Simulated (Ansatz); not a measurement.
This script makes a ladder of basis sets of H₂Si, SMILES [SiH2] with the Python package of Ansatz (0.2.0).

`basis_h2si.py`
```python
'''How the energy of H2Si converges with the basis.'''

import logging
import sys

import ansatz as az

logging.basicConfig(stream=sys.stdout, format='%(name)s: %(message)s')
log = logging.getLogger('run')
log.setLevel(logging.INFO)

GEOMETRY = '''
Si   -0.31379    0.29933   -0.13646
H     0.85057    0.79853    0.55305
H    -0.53678   -1.09786   -0.41659
'''

molecule = az.Crystal.molecule()
for line in GEOMETRY.strip().splitlines():
    symbol, *xyz = line.split()
    molecule = molecule.atom(symbol, [float(v) for v in xyz])

base = molecule.calculation().functional('pbe0')

energies = {}
for basis in ['STO-3G', '6-31G', '6-31G*', 'def2-SVP', 'def2-SVPD', 'def2-TZVP', 'def2-TZVPP']:
    r = base.basis(gaussian=basis).run(threads=1, pin='off').report
    size = r['n_frozen'] + r['n_occupied'][0] + r['n_virtual'][0]
    energies[basis] = (r['reference_energy_ev'] / 27.211386246, r['free_energy_ev'] / 27.211386246)
    log.info(f'{basis:14s} {size:4d} orbitals  reference {energies[basis][0]:14.6f} Ha  total {energies[basis][1]:14.6f} Ha')

last = energies['def2-TZVPP'][1]
for basis, (_, total) in energies.items():
    log.info(f'{basis:14s} lies {27.211386 * (total - last):9.4f} eV above def2-TZVPP')
```

How far does the total energy move along this ladder of basis sets?

Against STO-3G: 6-31G -3354.3 mHa, 6-31G* -3377.7 mHa, def2-SVP -3303.5 mHa, def2-SVPD -3305.6 mHa, def2-TZVP -3405.8 mHa and def2-TZVPP -3406.2 mHa. The last step alone is -0.47 mHa (these two sets differ little on atoms other than hydrogen).

The output:

```console
$ python basis_h2si.py
run: STO-3G           11 orbitals  reference    -287.053523 Ha  total    -287.053523 Ha
run: 6-31G            17 orbitals  reference    -290.407850 Ha  total    -290.407850 Ha
run: 6-31G*           23 orbitals  reference    -290.431211 Ha  total    -290.431211 Ha
run: def2-SVP         28 orbitals  reference    -290.356979 Ha  total    -290.356979 Ha
run: def2-SVPD        40 orbitals  reference    -290.359173 Ha  total    -290.359173 Ha
run: def2-TZVP        49 orbitals  reference    -290.459301 Ha  total    -290.459301 Ha
run: def2-TZVPP       70 orbitals  reference    -290.459769 Ha  total    -290.459769 Ha
run: STO-3G         lies   92.6887 eV above def2-TZVPP
run: 6-31G          lies    1.4128 eV above def2-TZVPP
run: 6-31G*         lies    0.7771 eV above def2-TZVPP
run: def2-SVP       lies    2.7971 eV above def2-TZVPP
run: def2-SVPD      lies    2.7374 eV above def2-TZVPP
run: def2-TZVP      lies    0.0127 eV above def2-TZVPP
run: def2-TZVPP     lies    0.0000 eV above def2-TZVPP
```

What to keep in mind:
- These settings explore the input space; basis and method may be short of convergence.
- The geometry is a force-field or estimated start, not a minimum of this method, and the last set is no limit. Much of the fall in a total is atomic energy, which cancels in bond and reaction energies.
- Totals across families of basis sets mostly measure their core functions.
- Hardware and time: 2.5 s on 1 thread of Arm Neoverse V1, on a shared host, peak memory 0.15 GiB.

(Lines on the test bed's own set-up are left out of the output.)
